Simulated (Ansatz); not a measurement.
Relaxation of AlH3O2 (6 atoms, charge 0, multiplicity 1), to a largest force component of 0.03 eV/Å in at most 50 steps.

Level of theory: RKS PBE0-D4/cc-pVDZ in Ansatz 0.2.0.

```xyz
6
Properties=species:S:1:pos:R:3:forces:R:3
Al -0.830 0.966 0.451 0.12 0.08 -0.03
H 1.486 -0.349 1.214 0.64 0.02 -0.78
O 1.897 -0.191 0.330 -0.66 0.13 1.02
H 1.235 -0.611 -0.242 -0.14 -0.15 -0.17
O -0.739 -0.526 -0.466 -0.19 -0.29 -0.21
H -1.375 -1.089 -0.931 0.22 0.21 0.16
```

Question: Where does it end, and by what steps?

Answer: The forces met the threshold. After 11 steps the energy has fallen by 0.309 eV; O3 moved furthest, 0.47 Å. Joined: Al1–O3 (2.97 → 2.21 Å).

```tsv
step	energy less start (eV)	largest force component (eV/Å)	accepted
0	0.0000	1.017	yes
1	-0.0082	2.058	yes
2	-0.0770	2.492	yes
3	-0.2297	0.642	yes
4	-0.2773	0.314	yes
5	-0.2932	0.255	yes
6	-0.3007	0.104	yes
7	-0.3036	0.115	yes
8	-0.3071	0.112	yes
9	-0.3062	0.104	no
10	-0.3085	0.053	yes
11	-0.3088	0.015	yes
```

```xyz
6
Properties=species:S:1:pos:R:3
Al -0.562 0.874 0.415
H 1.824 -0.338 1.208
O 1.474 0.019 0.380
H 1.062 -0.738 -0.103
O -0.671 -0.653 -0.536
H -1.452 -0.962 -1.007
```

The run took 20 s on 1 thread of Arm Neoverse V1, with other jobs on the host, peak memory 0.094 GiB.
